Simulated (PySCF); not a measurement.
Electronic absorption of CH3NO

Compound: CH₃NO.
SMILES: `CN=O`

Level of theory: TDDFT CAM-B3LYP/def2-SVPD, vertical, gas phase, core orbitals frozen in the response in PySCF 2.14.0, density-fitted response routines. Geometry: GFN2-xTB; no solvent, vibrations or thermal averaging.

Problem. What does the calculation give for the low-lying excited states?

Solution. 

```
state  E (eV)  E (hartree)       f  |μ| (D)  symmetry  main configurations (H = HOMO, L = LUMO)
   S1    1.72       0.0630  0.0003     0.21         –                                 H→L (99%)
   S2    6.55       0.2407  0.0017     0.26         –                               H-1→L (93%)
   S3    6.75       0.2480  0.0095     0.61        A′                               H→L+1 (91%)
   S4    7.97       0.2930   0.053     1.33        A′      H→L+2 (54%), H-2→L (28%), H→L+4 (8%)
   S5    8.31       0.3053   0.021     0.82        A″                               H→L+3 (91%)
   S6    8.44       0.3103   0.063     1.40        A′                  H→L+4 (76%), H→L+2 (17%)
   S7    8.59       0.3157   0.281     2.94        A′                  H-2→L (64%), H→L+2 (22%)
   S8    8.63       0.3170   0.024     0.85        A′                               H→L+5 (88%)
```

Triplets (Tamm–Dancoff): T1 0.72 eV, H→L (99%); T2 5.14 eV, H-2→L (78%), H-4→L (20%); T3 5.63 eV, H-1→L (85%), H-3→L (14%).

The lowest singlet lies at 1.72 eV (723 nm, visible) and is dark (f under 0.0005); its leading configuration is HOMO→LUMO (99%). The strongest level in the table is S7 at 8.59 eV (144 nm, f = 0.281). Löwdin shares by element: HOMO oxygen 48%, nitrogen 39%, carbon 11%; LUMO nitrogen 48%, oxygen 41%, carbon 6%. Of the 8 states listed, 5 reach f = 0.01 and 1 stays under 0.0005. The oscillator strengths of these states sum to 0.454; summed over the whole spectrum of an exact calculation they would give the number of electrons, 24 (Thomas–Reiche–Kuhn). The listed states span 6.91 eV, and the widest gap between neighbours is 4.84 eV (S1 to S2). S1 lies in the visible range (380 to 750 nm), at 723 nm, dark in the vertical dipole picture (f under 0.0005); light of that wavelength is red, and its complementary colour is blue-green. Symmetry labels in Cs follow from the direction of the transition dipole and are given only for states with f of 0.002 or more. Singlets were solved by full linear response, triplets in the Tamm–Dancoff approximation.

The run took 2.9 s of wall time on one thread, Arm Neoverse V2, no GPU, shared host.
